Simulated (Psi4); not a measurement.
**FNO-CISD/2ZaPa-NR (Cholesky decomposition) run of BH3F− (SMILES [H][B-]([H])([H])F)**

What is the energy difference between two shapes of BH3F− at FNO-CISD/2ZaPa-NR (Cholesky decomposition)? 

The results are computed with Psi4 1.11.

6 further runs of the same task are left out: 1 that didn't finish, 5 set aside as unsound or not needed.

### 1 The system as given

BH3F−: 5 atoms, total charge -1, spin state singlet. As SMILES, `[H][B-]([H])([H])F`. Geometry: relaxed at GFN2-xTB.

Bond lengths: B1–F2 1.447 Å, B1–H3 1.227 Å, B1–H4 1.228 Å, B1–H5 1.226 Å. Angles: F2–B1–H3 108.4°, F2–B1–H4 108.4°, F2–B1–H5 108.4°, H3–B1–H4 110.5°, H3–B1–H5 110.6°, H4–B1–H5 110.5°.

### 2 The energy at FNO-CISD/2ZaPa-NR (Cholesky decomposition)

Input file job.inp:

```
memory 1.6 GB

molecule geom {
  -1 1
  B     -0.000350     0.000360    -0.057130
  F      0.012500    -0.020940     1.389230
  H      1.160070     0.011720    -0.454270
  H     -0.590550     1.012650    -0.424140
  H     -0.581670    -1.003790    -0.453700
}

set basis 2ZaPa-NR
set reference rhf
set scf_type cd

energy_value, wavefunction = energy("fno-cisd", return_wfn=True)
print_variables()
```

The run is started by

```console
$ psi4 -n 1 job.inp job.out
```

job.out:

```text
[...]
  Running in c1 symmetry.
[...]
  Nuclear repulsion =   30.296986634617177
[...]
  Multiplicity = 1
[...]
  Nalpha       = 9
  Nbeta        = 9
[...]
    Number of basis functions: 54
[...]
   @RHF iter   1:  -125.86072949404513   -8.57910e-01   6.88364e-03 ADIIS/DIIS
[...]
   @RHF iter  10:  -125.93435506552892   -1.10845e-12   2.95099e-09 DIIS
[...]
    Orbital Energies [Eh]
    ---------------------
    Doubly Occupied:
       1A    -25.989289     2A     -7.350489     3A     -1.289278
       4A     -0.497660     5A     -0.386128     6A     -0.386078
       7A     -0.345030     8A     -0.187018     9A     -0.186702
[...]
  @RHF Final Energy:  -125.93435506552892
   => Energetics <=
    Nuclear Repulsion Energy =             30.2969866346171770
    One-Electron Energy =                -239.2273377263651355
    Two-Electron Energy =                  82.9959960262190322
    Total Energy =                       -125.9343550655289192
[...]
 Multipole Moments:
 ------------------------------------------------------------------------------------
     Multipole            Electronic (a.u.)      Nuclear  (a.u.)        Total (a.u.)
 ------------------------------------------------------------------------------------
 L = 1.  Multiply by 2.5417464519 to convert [e a0] to [Debye]
 Dipole X            :          0.0375747           -0.0289836            0.0085912
 Dipole Y            :         -0.0645435            0.0490440           -0.0154994
 Dipole Z            :          4.0637839           -3.1816677            0.8821162
 Magnitude           :                                                    0.8822942
[...]
      * MP2 total energy:                   -126.255477150857
[...]
      * SCS-MP2 total energy:                 -126.254739052297
[...]
      * MP2 total energy:                     -126.255477150857
[...]
      * CISD total energy:                    -126.251944413755
[...]
```

Run time: 2.7 s. Hardware: 1 thread of Intel Xeon 6975P-C (Granite Rapids), shared host; peak memory 0.28 GiB.

### 3 The distorted shape at the same level

Input file bfh3.sdf:

```

     RDKit          3D

  5  4  0  0  0  0  0  0  0  0999 V2000
    0.0845   -0.1238   -0.2278 B   0  0  0  0  0  0  0  0  0  0  0  0
   -0.1314   -0.0179    1.5360 F   0  0  0  0  0  0  0  0  0  0  0  0
    1.1603    0.0134   -0.4091 H   0  0  0  0  0  0  0  0  0  0  0  0
   -0.5628    0.8617   -0.5747 H   0  0  0  0  0  0  0  0  0  0  0  0
   -0.6364   -1.1026   -0.3801 H   0  0  0  0  0  0  0  0  0  0  0  0
  2  1  1  0
  3  1  1  0
  4  1  1  0
  5  1  1  0
M  CHG  1   1  -1
M  END
$$$$
```

Input file calc.py:

```python
import psi4
from rdkit import Chem

psi4.set_memory(1600000000)
psi4.set_num_threads(1)
psi4.set_output_file('psi4.out', False)

rd = Chem.SDMolSupplier('bfh3.sdf', removeHs=False, sanitize=False)[0]
xyz = rd.GetConformer().GetPositions()
atoms = '\n'.join(f'{a.GetSymbol()} {x:.4f} {y:.4f} {z:.4f}' for a, (x, y, z) in zip(rd.GetAtoms(), xyz))
molecule = psi4.geometry('-1 1\n' + atoms + '')

psi4.set_options({
    'basis': '2ZaPa-NR',
    'reference': 'rhf',
    'scf_type': 'cd',
})

energy_value = psi4.energy('fno-cisd')
print('E =', round(energy_value, 9))
```

The run is started by

```console
$ python calc.py
```

psi4.out:

```text
[...]
  Running in c1 symmetry.
[...]
  Nuclear repulsion =   27.083054484054919
[...]
  Multiplicity = 1
[...]
  Nalpha       = 9
  Nbeta        = 9
[...]
    Number of basis functions: 54
[...]
   @RHF iter   1:  -125.82473214727052   -1.06314e+00   7.34277e-03 DIIS/ADIIS
[...]
   @RHF iter  10:  -125.90014875582676   -8.01492e-12   8.31384e-09 DIIS
[...]
    Orbital Energies [Eh]
    ---------------------
    Doubly Occupied:
       1A    -25.937967     2A     -7.369622     3A     -1.197515
       4A     -0.482220     5A     -0.324630     6A     -0.310390
       7A     -0.288487     8A     -0.245527     9A     -0.202077
[...]
  @RHF Final Energy:  -125.90014875582676
   => Energetics <=
    Nuclear Repulsion Energy =             27.0830544840549194
    One-Electron Energy =                -233.2495361686337958
    Two-Electron Energy =                  80.2663329287521208
    Total Energy =                       -125.9001487558267627
[...]
 Multipole Moments:
 ------------------------------------------------------------------------------------
     Multipole            Electronic (a.u.)      Nuclear  (a.u.)        Total (a.u.)
 ------------------------------------------------------------------------------------
 L = 1.  Multiply by 2.5417464519 to convert [e a0] to [Debye]
 Dipole X            :          0.1504280            0.0513935            0.2018215
 Dipole Y            :         -0.0227293           -0.0247755           -0.0475048
 Dipole Z            :          3.2726051           -3.2114811            0.0611240
 Magnitude           :                                                    0.2161591
[...]
      * MP2 total energy:                   -126.224403756922
[...]
      * SCS-MP2 total energy:                 -126.223969428653
[...]
      * MP2 total energy:                     -126.224403756922
[...]
      * CISD total energy:                    -126.218760511961
[...]
```

On the terminal:

```text
E = -126.218760512
```

Wall time 2.7 s (1 thread of Intel Xeon 6975P-C (Granite Rapids), shared host); peak memory 0.31 GiB.

### 4 Outcome

Level: FNO-CISD/2ZaPa-NR (Cholesky decomposition).

| quantity | value |
| --- | --- |
| first shape: total energy | -126.25194 Eh |
| first shape: HOMO energy (Hartree–Fock orbitals) | -5.08 eV |
| first shape: LUMO energy (Hartree–Fock orbitals) | 4.72 eV |
| first shape: HOMO–LUMO gap (to an unbound level, set by the basis) | 9.80 eV |
| first shape: correlation energy | -317.6 mEh |
| distorted shape: total energy | -126.21876 Eh |
| distorted shape: HOMO energy (Hartree–Fock orbitals) | -5.50 eV |
| distorted shape: LUMO energy (Hartree–Fock orbitals) | 4.58 eV |
| distorted shape: HOMO–LUMO gap (to an unbound level, set by the basis) | 10.08 eV |
| distorted shape: correlation energy | -318.6 mEh |
| energy change with the atoms displaced | 0.903 eV |

In words: With the atoms displaced the energy rises by 0.90 eV (87.1 kJ/mol). The first shape isn't relaxed at this level, so the change isn't measured from a minimum.
